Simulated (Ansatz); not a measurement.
Input file:

```yaml
crystal:
  periodic: [false, false, false]
  atoms:
    - {symbol: As, position_ang: [0.000000, 0.000000, 0.000000]}
    - {symbol: H, position_ang: [0.000000, 0.000000, 1.531400]}
basis:
  gaussian: {orbitals: aug-cc-pVDZ}
magnetization: {spin_polarized: true, initial_magnetization: 0}
hamiltonian: {xc: {name: PBE}}
output: {orbitals: {seedname: orbitals}}
```

```sh
$ ansatz run in.yaml --threads 1 --pin off --events-out ev --progress --plain --max-ram 2393MiB
```

**Question.** Roughly how long does this take on 1 thread of Intel Xeon, shared host, and how much host memory?

**Answer.** 5.5 s wall and 0.1 GiB.

```
498 factors; their error is unknown
mean field evaluation 1: about -60844.2436 eV, gradient 6.8e0 eV
mean field evaluation 2: about -60844.2549 eV, gradient 6.7e0 eV
mean field evaluation 4: about -60844.5606 eV, gradient 3.2e0 eV
mean field evaluation 8: about -60844.6021 eV, gradient 2.4e0 eV
mean field evaluation 16: about -60844.6469 eV, gradient 1.5e-5 eV
mean field evaluation 32: about -60844.4720 eV, gradient 4.4e0 eV
mean field evaluation 64: about -60845.6932 eV, gradient 2.2e-5 eV
mean field -60845.69317294 eV, -2236.0379814134 hartree, gradient 2.2e-5 eV, S^2 1.004789; 5 other end points of the search recorded, 0 dependent functions left out
reference -60845.69322629 eV, -2236.0379833739 hartree; 17, 17 occupied and 28, 28 virtual orbitals, 498 factors
Total energy: -60845.69322629 eV, -2236.0379833739 hartree
```
